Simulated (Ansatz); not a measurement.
This geometry of CH$_{5}$BN (8 atoms, charge 0, multiplicity 2) is a first-order saddle point.

Level of theory: Ansatz, UKS PBE0/def2-SVPD.

```xyz
8
Properties=species:S:1:pos:R:3
C -0.882 0.669 -0.717
B -0.052 0.138 0.482
N 0.959 -0.811 0.330
H -1.852 0.246 -0.997
H -0.629 1.593 -1.247
H -0.257 0.536 1.613
H 1.207 -1.206 -0.567
H 1.506 -1.165 1.101
```

Task: Which two structures does it join? (They come from a converged band through this point; their orientation in space is the band's.)

Result: No bond is made or broken. The dihedral H4–C1–B2–N3 goes from 0 to 180°. The two ends are copies of one structure, up to a mirror image or an exchange of like atoms.

Image 0:

```xyz
8
Properties=species:S:1:pos:R:3
C -0.866 0.702 -0.682
B 0.038 0.252 0.477
N 0.847 -0.888 0.349
H -0.918 0.171 -1.639
H -1.513 1.581 -0.625
H 0.081 0.854 1.525
H 0.878 -1.452 -0.489
H 1.453 -1.221 1.084
```

Image 6:

```xyz
8
Properties=species:S:1:pos:R:3
C -0.865 0.702 -0.682
B 0.038 0.252 0.478
N 0.847 -0.888 0.349
H -1.511 1.582 -0.627
H -0.918 0.169 -1.638
H 0.082 0.855 1.526
H 0.876 -1.452 -0.489
H 1.453 -1.220 1.083
```

Task: How far does it lie above each of them?

Result: 0.242 eV above the first and 0.242 eV above the second. This is the barrier of this one path; another mechanism may lie lower.

The run took 73 s on 2 threads of Arm Neoverse V1, on a shared host, peak memory 0.19 GiB.
